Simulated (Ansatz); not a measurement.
Nudged elastic band run: AlH5O

The input (input.yaml):

```yaml
crystal:
  periodic: [false, false, false]
  atoms:
    - { symbol: Al, position_ang: [-0.053967, -0.249345, 0.197181] }
    - { symbol: O, position_ang: [-0.071907, -0.728035, 1.835144] }
    - { symbol: H, position_ang: [-0.89531, -0.804322, 2.328161] }
    - { symbol: H, position_ang: [1.372081, -0.195374, -0.477498] }
    - { symbol: H, position_ang: [-1.416171, 0.045709, -0.562396] }
    - { symbol: H, position_ang: [0.063197, 2.520807, 0.580751] }
    - { symbol: H, position_ang: [0.240579, 2.25786, 1.254556] }
basis:
  gaussian: { orbitals: def2-mTZVP }
hamiltonian:
  xc: r2scan
  dispersion: d4
neb:
  order_check: false
  images: 5
  f_tol: 0.05
  max_iterations: 60
  max_displacement: 0.02
  optimiser: fire
  final_atoms:
    - { symbol: Al, position_ang: [0.0265726, 0.47068182, -0.13276008] }
    - { symbol: O, position_ang: [0.00610759, 0.12722848, 1.87407995] }
    - { symbol: H, position_ang: [-0.83258614, -0.29520053, 2.11599768] }
    - { symbol: H, position_ang: [1.34720431, -0.27705402, -0.61777655] }
    - { symbol: H, position_ang: [-1.39153835, -0.22577189, -0.41361557] }
    - { symbol: H, position_ang: [0.0633446, 2.07024851, -0.01070682] }
    - { symbol: H, position_ang: [0.01939738, 0.97716764, 2.34068039] }
  initial_path:
    images:
      - { positions_ang: [[-0.053967, -0.249345, 0.197181], [-0.071907, -0.728035, 1.835144], [-0.89531, -0.804322, 2.328161], [1.372081, -0.195374, -0.477498], [-1.416171, 0.045709, -0.562396], [0.063197, 2.520807, 0.580751], [0.240579, 2.25786, 1.254556]] }
      - { positions_ang: [[-0.03549666, -0.15724254, 0.12677141], [-0.04805947, -0.50189743, 1.9282874], [-0.90006737, -0.65113526, 2.36560777], [1.36575501, -0.11102152, -0.5824317], [-1.39374417, 0.04791648, -0.63985973], [0.06906383, 2.26987011, 0.59901371], [0.18105084, 1.95081015, 1.35851014]] }
      - { positions_ang: [[-0.01702632, -0.06514009, 0.05636182], [-0.02421194, -0.27575985, 2.0214308], [-0.90482474, -0.49794852, 2.40305453], [1.35942902, -0.02666904, -0.68736539], [-1.37131735, 0.05012397, -0.71732347], [0.07493066, 2.01893323, 0.61727642], [0.12152268, 1.6437603, 1.46246429]] }
      - { positions_ang: [[0.00144402, 0.02696237, -0.01404777], [-0.00036442, -0.04962228, 2.1145742], [-0.90958212, -0.34476177, 2.4405013], [1.35310304, 0.05768344, -0.79229909], [-1.34889052, 0.05233145, -0.7947872], [0.08079748, 1.76799634, 0.63553914], [0.06199452, 1.33671045, 1.56641843]] }
      - { positions_ang: [[0.00982021, 0.17486885, -0.05361854], [0.00179292, 0.00932798, 2.03440945], [-0.88391679, -0.32824136, 2.33233343], [1.35113679, -0.05389571, -0.73412491], [-1.36310646, -0.04036966, -0.66772999], [0.07497986, 1.86874706, 0.42012382], [0.04779547, 1.21686284, 1.82450575]] }
      - { positions_ang: [[0.0181964, 0.32277533, -0.09318931], [0.00395025, 0.06827823, 1.9542447], [-0.85825146, -0.31172094, 2.22416556], [1.34917055, -0.16547487, -0.67595073], [-1.3773224, -0.13307077, -0.54067278], [0.06916223, 1.96949779, 0.2047085], [0.03359643, 1.09701524, 2.08259307]] }
      - { positions_ang: [[0.0265726, 0.47068182, -0.13276008], [0.00610759, 0.12722848, 1.87407995], [-0.83258614, -0.29520053, 2.11599768], [1.34720431, -0.27705402, -0.61777655], [-1.39153835, -0.22577189, -0.41361557], [0.0633446, 2.07024851, -0.01070682], [0.01939738, 0.97716764, 2.34068039]] }
```

Launched with:

```bash
$ ansatz run input.yaml --threads 1 --pin off --max-ram 2048MiB --backend cpu --events-out ev --progress --plain --runs-dir out
```

Output, in part (warnings, iteration lines, the closing report on the highest movable image, with atoms numbered from 0):

```
NEB end point (image 0): max|allowed force component| = 7.257e-3 eV/Å (the criterion of neb.relax_end_points is 1.000e-2)
NEB end point (image 6): max|allowed force component| = 8.210e-3 eV/Å (the criterion of neb.relax_end_points is 1.000e-2)
NEB iter   1: max|band force component| = 3.028e0 eV/Å  barrier→ = 1.7517 eV  barrier← = 1.3486 eV  Δτ_max = 0.0200 Å  (165 SCF iters)
NEB iter   2: max|band force component| = 2.653e0 eV/Å  barrier→ = 1.6306 eV  barrier← = 1.2275 eV  Δτ_max = 0.0200 Å  (132 SCF iters)
NEB iter   3: max|band force component| = 2.242e0 eV/Å  barrier→ = 1.5195 eV  barrier← = 1.1164 eV  Δτ_max = 0.0200 Å  (132 SCF iters)
NEB iter   4: max|band force component| = 1.855e0 eV/Å  barrier→ = 1.4161 eV  barrier← = 1.0130 eV  Δτ_max = 0.0200 Å  (132 SCF iters)
NEB iter   5: max|band force component| = 1.714e0 eV/Å  barrier→ = 1.3171 eV  barrier← = 0.9140 eV  Δτ_max = 0.0200 Å  (132 SCF iters)
NEB iter   6: max|band force component| = 1.520e0 eV/Å  barrier→ = 1.2248 eV  barrier← = 0.8218 eV  Δτ_max = 0.0200 Å  (132 SCF iters)
NEB iter   7: max|band force component| = 1.308e0 eV/Å  barrier→ = 1.1466 eV  barrier← = 0.7435 eV  Δτ_max = 0.0193 Å  (132 SCF iters)
NEB iter   8: max|band force component| = 1.095e0 eV/Å  barrier→ = 1.0825 eV  barrier← = 0.6794 eV  Δτ_max = 0.0200 Å  (133 SCF iters)
NEB iter   9: max|band force component| = 8.514e-1 eV/Å  barrier→ = 1.0263 eV  barrier← = 0.6232 eV  Δτ_max = 0.0131 Å  (133 SCF iters)
NEB iter  10: max|band force component| = 7.362e-1 eV/Å  barrier→ = 0.9934 eV  barrier← = 0.5903 eV  Δτ_max = 0.0200 Å  (128 SCF iters)
NEB iter  11: max|band force component| = 5.381e-1 eV/Å  barrier→ = 0.9494 eV  barrier← = 0.5463 eV  Δτ_max = 0.0089 Å  (126 SCF iters)
NEB iter  12: max|band force component| = 7.583e-1 eV/Å  barrier→ = 0.9314 eV  barrier← = 0.5283 eV  CI = image 3  Δτ_max = 0.0164 Å  (122 SCF iters)
NEB iter  13: max|band force component| = 8.430e-1 eV/Å  barrier→ = 0.9368 eV  barrier← = 0.5337 eV  CI = image 3  Δτ_max = 0.0200 Å  (125 SCF iters)
NEB iter  14: max|band force component| = 8.665e-1 eV/Å  barrier→ = 0.9574 eV  barrier← = 0.5543 eV  CI = image 3  Δτ_max = 0.0155 Å  (127 SCF iters)
NEB iter  15: max|band force component| = 8.232e-1 eV/Å  barrier→ = 0.9777 eV  barrier← = 0.5746 eV  CI = image 3  Δτ_max = 0.0200 Å  (115 SCF iters)
NEB iter  16: max|band force component| = 7.381e-1 eV/Å  barrier→ = 0.9999 eV  barrier← = 0.5968 eV  CI = image 3  Δτ_max = 0.0123 Å  (121 SCF iters)
NEB iter  17: max|band force component| = 6.628e-1 eV/Å  barrier→ = 1.0105 eV  barrier← = 0.6074 eV  CI = image 3  Δτ_max = 0.0200 Å  (114 SCF iters)
NEB iter  18: max|band force component| = 5.287e-1 eV/Å  barrier→ = 1.0238 eV  barrier← = 0.6207 eV  CI = image 3  Δτ_max = 0.0085 Å  (122 SCF iters)
NEB iter  19: max|band force component| = 4.636e-1 eV/Å  barrier→ = 1.0276 eV  barrier← = 0.6245 eV  CI = image 3  Δτ_max = 0.0159 Å  (114 SCF iters)
NEB iter  20: max|band force component| = 3.401e-1 eV/Å  barrier→ = 1.0323 eV  barrier← = 0.6292 eV  CI = image 3  Δτ_max = 0.0200 Å  (121 SCF iters)
NEB iter  21: max|band force component| = 2.602e-1 eV/Å  barrier→ = 1.0342 eV  barrier← = 0.6311 eV  CI = image 3  Δτ_max = 0.0041 Å  (125 SCF iters)
NEB iter  22: max|band force component| = 2.456e-1 eV/Å  barrier→ = 1.0335 eV  barrier← = 0.6304 eV  CI = image 3  Δτ_max = 0.0080 Å  (108 SCF iters)
NEB iter  23: max|band force component| = 2.145e-1 eV/Å  barrier→ = 1.0322 eV  barrier← = 0.6291 eV  CI = image 3  Δτ_max = 0.0114 Å  (120 SCF iters)
NEB iter  24: max|band force component| = 1.761e-1 eV/Å  barrier→ = 1.0301 eV  barrier← = 0.6270 eV  CI = image 3  Δτ_max = 0.0139 Å  (126 SCF iters)
NEB iter  25: max|band force component| = 1.449e-1 eV/Å  barrier→ = 1.0274 eV  barrier← = 0.6243 eV  CI = image 3  Δτ_max = 0.0156 Å  (132 SCF iters)
NEB iter  26: max|band force component| = 1.110e-1 eV/Å  barrier→ = 1.0247 eV  barrier← = 0.6216 eV  CI = image 3  Δτ_max = 0.0173 Å  (132 SCF iters)
NEB iter  27: max|band force component| = 9.494e-2 eV/Å  barrier→ = 1.0226 eV  barrier← = 0.6195 eV  CI = image 3  Δτ_max = 0.0200 Å  (132 SCF iters)
NEB iter  28: max|band force component| = 1.070e-1 eV/Å  barrier→ = 1.0217 eV  barrier← = 0.6186 eV  CI = image 3  Δτ_max = 0.0021 Å  (132 SCF iters)
NEB iter  29: max|band force component| = 9.655e-2 eV/Å  barrier→ = 1.0218 eV  barrier← = 0.6187 eV  CI = image 3  Δτ_max = 0.0038 Å  (97 SCF iters)
NEB iter  30: max|band force component| = 8.020e-2 eV/Å  barrier→ = 1.0218 eV  barrier← = 0.6187 eV  CI = image 3  Δτ_max = 0.0053 Å  (104 SCF iters)
NEB iter  31: max|band force component| = 6.261e-2 eV/Å  barrier→ = 1.0217 eV  barrier← = 0.6186 eV  CI = image 3  Δτ_max = 0.0064 Å  (119 SCF iters)
NEB iter  32: max|band force component| = 5.323e-2 eV/Å  barrier→ = 1.0214 eV  barrier← = 0.6183 eV  CI = image 3  Δτ_max = 0.0068 Å  (119 SCF iters)
NEB iter  33: max|band force component| = 5.530e-2 eV/Å  barrier→ = 1.0211 eV  barrier← = 0.6180 eV  CI = image 3  Δτ_max = 0.0010 Å  (120 SCF iters)
NEB iter  34: max|band force component| = 4.753e-2 eV/Å  barrier→ = 1.0211 eV  barrier← = 0.6180 eV  CI = image 3  Δτ_max = 0.0000 Å  (211 SCF iters)
Total energy: -8723.60440669 eV, -320.5865488744 hartree
Atom 0 at     0.009440     0.234933     0.013195 Å, force     0.003708    -0.028352     0.013934 eV/Å
Atom 1 at     0.011998    -0.039204     1.870066 Å, force     0.001420    -0.008766    -0.002134 eV/Å
Atom 2 at    -0.828883    -0.262224     2.294409 Å, force     0.000105    -0.012679    -0.013515 eV/Å
Atom 3 at     1.399371    -0.089033    -0.664089 Å, force     0.003749    -0.004145     0.004517 eV/Å
Atom 4 at    -1.407996    -0.027724    -0.647823 Å, force    -0.003345     0.010966     0.014352 eV/Å
Atom 5 at     0.054633     1.855767     0.740032 Å, force    -0.006038     0.016798     0.024747 eV/Å
Atom 6 at    -0.000061     1.174785     1.550108 Å, force     0.000402     0.026178    -0.041902 eV/Å
Dipole moment:    -0.270448    -0.038337     0.296003 e Å
```

The run converged. Another band between the same ends (5 images) ends at a top of the same energy, where a vibrational analysis finds 1 clearly imaginary mode. The orbitals stay closed-shell, which can raise the energy where a bond breaks towards radicals; this wasn't checked here.

Final band (atoms are numbered from 1 in the order of the input):

```tsv
image	path coordinate (Å)	energy (kJ/mol)	H6–H7 (Å)	Al1–H6 (Å)	O2–H7 (Å)
0	0.00	0.0	0.74	2.80	3.06
1	0.60	3.3	0.75	2.44	2.48
2	1.18	28.3	0.77	2.12	1.90
3	1.77	98.5	1.06	1.78	1.26
4	2.19	65.1	1.56	1.66	1.01
5	2.62	44.4	2.09	1.62	0.97
6	3.04	38.9	2.59	1.60	0.97
```

Run time: 4.4 min on 1 thread of AMD EPYC 7R43 64-Core Processor (Zen 3), on a shared host, peak memory 0.13 GiB.
